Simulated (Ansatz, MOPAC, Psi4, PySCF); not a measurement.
Molecule: O3 (charge 0, singlet). SMILES: O=[O+][O-]
Geometry from a B3LYP-D3(BJ)/def2-TZVP (Ansatz, a quantum-chemistry and plane-wave program) optimisation:
```xyz
3

O     -0.0102     1.0756    -0.2169
O      0.0093     0.0011     0.4285
O      0.0009    -1.0767    -0.2116
```

Property: vertical ionisation energy to the doublet, in eV. Terms: each state is the SCF solution reached for its charge and spin; no dispersion term unless named; PM7 with its own dispersion and hydrogen-bond terms; 6-311+G** with 5d; no spin-orbit coupling; open shells spin-unrestricted; non-relativistic; six Cartesian d functions in 6-31G* and its kin unless marked 5d. First-principles rows: single points at B3LYP-D3(BJ) geometries (Ansatz). Semi-empirical rows: differences of heats of formation at the shared geometry for vertical values.

```csv
level,program,vertical ionisation energy to the doublet (eV)
PM7,MOPAC,11.88
PBE/6-31G*,Ansatz,12.27
PBE/6-311+G**,Ansatz,12.60
B3LYP/STO-3G,Ansatz,9.40
B3LYP/3-21G,Ansatz,12.34
B3LYP/6-31G*,Ansatz,12.59
B3LYP/6-311+G**,Ansatz,12.87
M06-2X/6-31G* (5d),PySCF,12.59
wB97X-D/6-31G*,Psi4,13.01
PBE0/def2-TZVPD,Ansatz,12.54
M06-2X/def2-TZVPD,PySCF,12.67
```

No value to compare with is used here. The 9 habitual levels span 9.40 (B3LYP/STO-3G) to 13.01 eV (wB97X-D/6-31G*); PBE0/def2-TZVPD gives 12.54.

The levels are drawn from those run, B3LYP/6-31G* more often than the rest, none by its result; runs whose electronic state is in doubt are left out.
